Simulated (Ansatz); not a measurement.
C2H4+: where a starting geometry ends

The starting geometry of this gas-phase doublet was optimised with GFN2-xTB.

```xyz
6

C     0.0448   -0.0631   -0.1333
C     0.1693    0.5946   -1.3016
H     0.1420   -0.1353   -2.1452
H     0.4251   -0.2450    0.8571
H    -0.7955    1.1025   -1.5391
H     1.0185    1.2976   -1.4219
```

**Question.** Predict what becomes of its bonds when it is optimised with PBE-D3(BJ)/def2-SVP.

**Answer.** It rearranges, giving a structure given below by its coordinates. Contacts that open: C2–H5 (1.12 → 2.19 Å). Contacts that close: C1–H5 (2.01 → 1.11 Å).

The energy falls by 1.32 eV over 31 steps:

```
step  E − E(last) (eV)
   1             1.323
   4             1.246
   8             1.244
  11             1.216
  14             1.152
  18             1.122
  21             0.628
  24             0.022
  28             0.000
  31             0.000
```

Final geometry (Å):

```xyz
6

C    -0.2034    0.3278   -0.3679
C     0.5385    0.5227   -1.5266
H     0.1963    0.1293   -2.5095
H     0.2867    0.1866    0.6209
H    -1.3157    0.3058   -0.3865
H     1.5019    1.0792   -1.5145
```

No frequencies were run, so the end isn't proven a minimum. Open shells are spin-unrestricted. Run with Ansatz 0.2.0, 70 s on 1 thread of Intel(R) Xeon(R) Processor @ 2.50GHz (Skylake/Cascade Lake) (shared host).
